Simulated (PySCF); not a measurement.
# CF₂: breathing scan

Computed with PBE0/[C def2-TZVP, F def2-TZVP], no relativity, density fitting, PySCF.

Rigid scan from the singlet minimum (C–F 1.296 Å (×2); F–C–F 104.7°). Coordinate: all bonds to the central atom scaled together. Energies in kJ/mol from the minimum.

| scale of all bonds to the centre | E (kJ/mol) | dipole size (D) |
| --- | --- | --- |
| 0.88 | 174.6 | 1.38 |
| 0.92 | 67.8 | 1.17 |
| 0.96 | 14.9 | 0.94 |
| 1.00 | 0.0 | 0.69 |
| 1.04 | 11.6 | 0.42 |
| 1.08 | 41.5 | 0.13 |
| 1.14 | 107.8 | 0.32 |
| 1.22 | 218.0 | 0.93 |
| 1.35 | 414.8 | 1.85 |

At long bonds a restricted determinant can lie too high, and another spin state can fall below this curve.

Other isomers or separated fragments may lie lower.
